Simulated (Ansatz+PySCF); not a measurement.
## doublet C₂H₃: levels of theory in one basis

```json
{"atom": "H", "x (Å)": "0.9102", "y (Å)": "1.2528", "z (Å)": "-2.2000"}
{"atom": "H", "x (Å)": "0.8931", "y (Å)": "-1.2007", "z (Å)": "-2.2000"}
{"atom": "H", "x (Å)": "-0.9378", "y (Å)": "-1.2111", "z (Å)": "-2.2000"}
{"atom": "C", "x (Å)": "-0.0138", "y (Å)": "0.6881", "z (Å)": "-2.2000"}
{"atom": "C", "x (Å)": "-0.0138", "y (Å)": "-0.6463", "z (Å)": "-2.2000"}
```

Basis set: cc-pVTZ (spherical functions). Left uncorrelated: 2 orbitals. Correlation on ROHF uses semicanonical orbitals with singles. Charge 0, multiplicity 2.

Computed with Ansatz (development build ahead of 0.2.0); each method stands on the lowest determinant of its kind that the runs found.

| method | E − E(ROHF) (eV) | <S²> of the determinant |
| --- | --- | --- |
| ROHF | 0.00 | 0.75 |
| UHF | -0.26 | 1.00 |
| ROHF-MP2 | -8.20 | – |
| UHF-MP2 | -7.91 | 1.00 |
| ROHF-CCSD(T) | -9.28 | – |
| UHF-CCSD(T) | -9.26 | 1.00 |

**Question.** What does UHF-CCSD give on the same scale?

**Answer.** -8.89 eV.

**Question.** Is a single determinant a sound starting point here?

**Answer.** Only with care. Unrestricted orbitals gain 0.26 eV and <S²> is 1.00 against 0.75 for a pure state, a contamination that matters most for the unrestricted series.

Caution for UHF, UHF-MP2, UHF-CCSD, UHF-CCSD(T): the unrestricted determinant is spin contaminated. Caution for ROHF-MP2, UHF-MP2: forces differ strongly between restricted and unrestricted references.
